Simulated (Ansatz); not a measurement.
Cost and result for the atomization energy of C3H3FO, SMILES `C#COCF` (8 atoms, 7 bonds).

```tsv
atom	x (Å)	y (Å)	z (Å)
C1	0.1917	1.7256	1.1765
C2	0.1715	0.5625	0.8883
O3	0.1530	-0.6982	0.5911
C4	-0.1329	-0.9582	-0.7763
F5	-0.1150	-2.2944	-0.9098
H6	0.2140	2.7516	1.4521
H7	-1.1285	-0.5754	-1.0195
H8	0.6463	-0.5135	-1.4024
```

Total charge 0; spin multiplicity 1. The structure was optimised at the PBE0-D4/def2-TZVP level. It is one conformer, not always the lowest. Program: Ansatz. All runs use 2 threads of an Arm Neoverse V2 on a shared host. Times are those of one run each, without the atoms' runs, and a repeat can differ threefold. Electronic energies, without spin–orbit coupling; frozen cores. CCSD(T)/CBS adds CCSD(T) − MP2 in def2-TZVPP to the MP2 limit, and its time is that of the two runs behind it. T1 = 0.013. B3LYP takes the VWN-RPA correlation (the form of Gaussian; ORCA's B3LYP/G).

CCSD(T)/CBS is a level of theory with its own doubt, some kJ/mol a heavy atom from the limit and from the frozen cores, so smaller differences don't rank the functionals.

```csv
level,functions,wall time,atomization (kJ/mol),difference from CCSD(T)/CBS,per bond
LDA (SPW92)/def2-TZVPP,197,1.2 s,3953.7,637.7,91.1
PBE0-D4/def2-TZVPP,197,2.8 s,3349.8,33.8,4.8
BHLYP-D4/def2-TZVPP,197,2.8 s,3156.9,-159.1,-22.7
B3LYP-D4/def2-TZVPP (with forces),197,3.7 s,3319.8,3.8,0.5
CCSD(T)/def2-SVP,85,4.3 s,3155.1,-160.9,-23.0
r2SCANh-D4/def2-TZVPP,197,4.9 s,3298.9,-17.1,-2.4
PBE-QIDH/def2-TZVPP,197,5.5 s,3305.6,-10.4,-1.5
ωB97X-V/def2-TZVPP,197,7.5 s,3320.3,4.3,0.6
B97M-V/def2-TZVPP,197,9.5 s,3316.5,0.5,0.1
ωB97M-V/def2-TZVPP (with forces),197,10 s,3332.9,16.9,2.4
MP2/def2-QZVPP,375,21 s,3398.9,82.9,11.8
CCSD(T)/def2-TZVPP,197,100 s,3222.4,-93.6,-13.4
CCSD(T)/CBS(def2),–,2 min,3316.0,0.0,0.0
```

At CCSD(T), def2-SVP lies −161.0 kJ/mol from the extrapolated value and def2-TZVPP −93.7 kJ/mol: correlation converges slowly with the basis, and small sets miss more of it in the bonded molecule than in its fragments. From PBE to PBE0 (25 % exact exchange), in def2-TZVPP and without D4, the atomization energy moves by −116.8 kJ/mol: exact exchange takes away binding that semilocal exchange gives to molecules. In def2-TZVPP, CCSD(T) changes the Hartree–Fock value by +945.1 kJ/mol (the triples alone add +71.6 kJ/mol) and MP2 by +1066.3 kJ/mol; breaking electron pairs costs correlation energy, which Hartree–Fock lacks.
